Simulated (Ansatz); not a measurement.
Input file for Ansatz (an electronic-structure program): R-wB97M-V/def2-TZVPPD on C2H2 (SMILES C#C) with ghost functions. Files ending in .json are basis or fitting sets from the Basis Set Exchange.

Ansatz 0.2 input:
```yaml
crystal:
  periodic: [false, false, false]
  atoms:
    - {symbol: H, position_ang: [0.00000000, 1.67189100, -2.21255500]}
    - {symbol: C, position_ang: [0.00000000, 0.60529300, -2.19955900]}
    - {symbol: C, position_ang: [0.00000000, -0.60529300, -2.19955900]}
    - {symbol: H, position_ang: [0.00000000, -1.67189100, -2.21255500]}
basis:
  gaussian:
    orbitals: def2-TZVPPD.json
    ghost_atoms:
      - {symbol: Cl, position_ang: [0.00000000, -0.00000000, 0.61188000]}
      - {symbol: F, position_ang: [0.00000000, -0.00000000, 2.26865100]}
hamiltonian:
  xc: {name: wB97M-V}
scf: {lower_state_search: off}
```

The head of its log:

```
WARN ansatz: RAYON_NUM_THREADS=2 ignored (pool sized by the plan → 2); use --threads N
Functional definition: wB97M-V
these checks for a lower state are left out or cut short: stability, starts, cluster_reference, orbital_swaps, neighbouring_geometries, increment
integrals: 0.13 GiB planned
981 factors; their error is unknown
integrals: 0.16 GiB planned
248 factors; integrals over basis functions are off by at most 4.2e-5 eV
mean field: 1.00 GiB planned
mean field evaluation 1: about -2101.9054 eV, gradient 3.1e1 eV
mean field evaluation 2: about -2103.3262 eV, gradient 1.9e1 eV
```

Problem. Give the final energy of this run.

Solution. -77.3250 hartree.
